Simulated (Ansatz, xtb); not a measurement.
## A geometry optimisation of C3H8N with r2SCAN-D4/def2-SVP

The starting geometry of this gas-phase doublet was built from a drawn formula by distance geometry and a force field; its bonds are those of `[CH2][C-](C)[NH3+]`.

```xyz
12

C     0.7290   -0.2356   -0.1480
C     1.7988   -0.8320    0.6705
C     2.7095    0.0143    1.4318
N     1.8110   -2.2281    0.7094
H     0.6947    0.8387   -0.2347
H     0.0569   -0.8168   -0.7250
H     2.1588    0.6961    2.1097
H     3.4521   -0.5602    1.9684
H     3.3273    0.6675    0.7242
H     0.9608   -2.6109    1.0868
H     2.5943   -2.5862    1.3242
H     1.9938   -2.6558   -0.2015
```

Problem. Where would you expect an optimisation with r2SCAN-D4/def2-SVP to take it?

Solution. It loosens into C3H7N + H, which stay close as a complex. Contacts that open: N4–H12 (1.02 → 2.16 Å).

The energy falls by 1.37 eV over 22 steps:

| step | E − E(last) (eV) |
| --- | --- |
| 1 | 1.368 |
| 3 | 0.948 |
| 6 | 0.708 |
| 8 | 0.642 |
| 10 | 0.544 |
| 13 | 0.083 |
| 15 | 0.017 |
| 17 | 0.003 |
| 20 | 0.000 |
| 22 | 0.000 |

Final geometry (Å):

```
atom    x (Å)    y (Å)    z (Å)
   C   0.5231  -0.1478   0.1512
   C   1.5821  -0.7471   0.7349
   C   2.7153   0.0110   1.3602
   N   1.7648  -2.1270   0.7398
   H   0.4618   0.9400   0.1006
   H  -0.2820  -0.7294  -0.3077
   H   2.5394   1.0935   1.3226
   H   2.8512  -0.2794   2.4172
   H   3.6606  -0.2153   0.8380
   H   0.9651  -2.6895   0.4678
   H   2.2669  -2.5136   1.5323
   H   3.2388  -2.9044  -0.6411
```

From the same start GFN2-xTB ends elsewhere, in pieces: C3H5 + H3N.

The end wasn't checked by frequencies. Open shells are spin-unrestricted. Run with Ansatz 0.2.0, 64 s on 2 threads of Intel(R) Xeon(R) 6975P-C (Granite Rapids), on a shared host.
